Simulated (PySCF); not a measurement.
# Frontier levels across methods

Species: C4H7ClO.
Cartesian coordinates in Å at the PBE0-D3(BJ)/def2-SVP level; atoms count from 1:
```xyz
13
C4H7ClO angstrom
C      0.9027    0.4712    1.0274
C     -0.5145    0.0488    0.6778
C     -1.5586    0.8639    1.4225
C     -2.9680    0.4896    1.0748
O     -3.3270   -0.3231    0.2952
Cl    -4.1635    1.4565    2.0063
H      1.0810    1.5292    0.7769
H      1.1066    0.3482    2.1032
H      1.6433   -0.1289    0.4789
H     -0.6885    0.1473   -0.4057
H     -0.6635   -1.0190    0.9057
H     -1.4559    1.9450    1.2238
H     -1.4563    0.7675    2.5171
```

Basis pcSseg-1 throughout (PySCF), one geometry. Geometry: PBE0-D3(BJ)/def2-SVP, one conformer, isolated molecule.

Problem. How do the orbital energies, the gap and the dipole change with the method?

Solution. 
| method | kind | HOMO (eV) | LUMO (eV) | gap (eV) | μ (D) | SCF cycles |
| --- | --- | --- | --- | --- | --- | --- |
| B97-D | GGA | -7.06 | -1.97 | 5.08 | 2.94 | 16 |
| KT3 | GGA | -7.17 | -1.97 | 5.20 | 2.91 | 15 |
| KT2 | GGA | -7.19 | -1.99 | 5.20 | 2.96 | 16 |
| B3LYP | global hybrid | -8.30 | -1.19 | 7.11 | 2.98 | 15 |
| PBE0 | global hybrid | -8.58 | -0.95 | 7.63 | 3.04 | 14 |
| mPW1PW91 | global hybrid | -8.62 | -0.98 | 7.65 | 3.05 | 13 |

The HOMO spans 1.56 eV, from B97-D down to mPW1PW91, and the gap runs from 5.08 eV (B97-D) to 7.65 eV (mPW1PW91). Over the methods B97-D (0 %), KT3 (0 %), KT2 (0 %), B3LYP (20 %), PBE0 (25 %), mPW1PW91 (25 %), a straight line through the gap against the share of exact exchange rises by 0.99 eV for each 10 % (correlation coefficient 0.999). The dipole ranges from 2.91 D (KT3) to 3.05 D (mPW1PW91). This basis has no diffuse functions.
